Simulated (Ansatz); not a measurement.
Start from `COC(O)Cl` and change one atom or group to get `OC(F)Cl`.

Ansatz, PBE0-D4/def2-TZVP geometries, multiplicity 1. Each molecule was computed in one conformer, which needn't be the lowest.

```csv
property,`COC(O)Cl`
size of the dipole moment (ωB97M-V/def2-TZVPP) / D,2.24
HOMO–LUMO gap (B3LYP/def2-TZVPP) / eV,8.51
LUMO energy (ωB97M-V/def2-TZVPP) / eV,2.55
size of the dipole moment (PBE/def2-TZVPP) / D,2.19
"ideal-gas entropy at 298 K and 1 bar (rigid rotor, harmonic PBE0-D4/def2-TZVP) / J/(mol·K)",325
zero-point energy (PBE0-D4/def2-TZVP) / kJ/mol,199.9
```

Question: What does the change do to each property? (Estimate.)

Answer: Ansatz gave: 
```tsv
property	`OC(F)Cl`	shift
size of the dipole moment (ωB97M-V/def2-TZVPP) / D	0.82	-1.42
HOMO–LUMO gap (B3LYP/def2-TZVPP) / eV	8.92	0.41
LUMO energy (ωB97M-V/def2-TZVPP) / eV	2.37	-0.18
size of the dipole moment (PBE/def2-TZVPP) / D	0.86	-1.33
ideal-gas entropy at 298 K and 1 bar (rigid rotor, harmonic PBE0-D4/def2-TZVP) / J/(mol·K)	286	-39
zero-point energy (PBE0-D4/def2-TZVP) / kJ/mol	94.1	-105.8
```

With PBE0 the HOMO falls by 0.76 eV and the LUMO falls by 0.33 eV, so the gap widens by about 0.43 eV. PBE moves the HOMO by -0.80 eV and ωB97M-V by -0.72 eV. The zero-point energy changes by -105.8 kJ/mol with -12 modes. Dipoles are sizes alone; their direction can turn.

B3LYP here is the variant with VWN-RPA as its local correlation; programs differ in this.
